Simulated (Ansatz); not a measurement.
How methods differ on SiO2 (silicon dioxide molecule)

The species is SiO2 (3 atoms), meant as a singlet with charge 0. As SMILES, `O=[Si]=O`. The coordinates come from a PBE0-D4/def2-TZVP relaxation.

```tsv
atom	x (Å)	y (Å)	z (Å)
O	0.6977	1.2296	0.5188
Si	0.0000	0.0000	0.0000
O	-0.6977	-1.2296	-0.5188
```

Each level gives the energy change with the O1–Si2 bond stretched from 1.506 to 3.012 Å (eV). The values are calculated.

| level | kind | program | value (eV) | less FCI/STO-3G |
| --- | --- | --- | --- | --- |
| HF/STO-3G (restricted) | Hartree–Fock | Ansatz | 1.98 | -0.94 |
| MP2/STO-3G (restricted) | perturbation theory | Ansatz | 3.34 | +0.42 |
| BCCD(T)/STO-3G (restricted) | coupled cluster or CI | Ansatz | 3.04 | +0.12 |
| CCSD(T)/STO-3G (restricted) | coupled cluster or CI | Ansatz | 2.98 | +0.06 |
| FCI/STO-3G | exact in the basis | Ansatz | 2.92 | 0.00 |

FCI/STO-3G is exact within its basis and frozen core, so for wave-function methods in that basis the difference is their error. The first shape isn't each level's own minimum. The values span 1.98 to 3.34 eV. All rows use very small basis sets, so none should be taken for the real molecule's value.
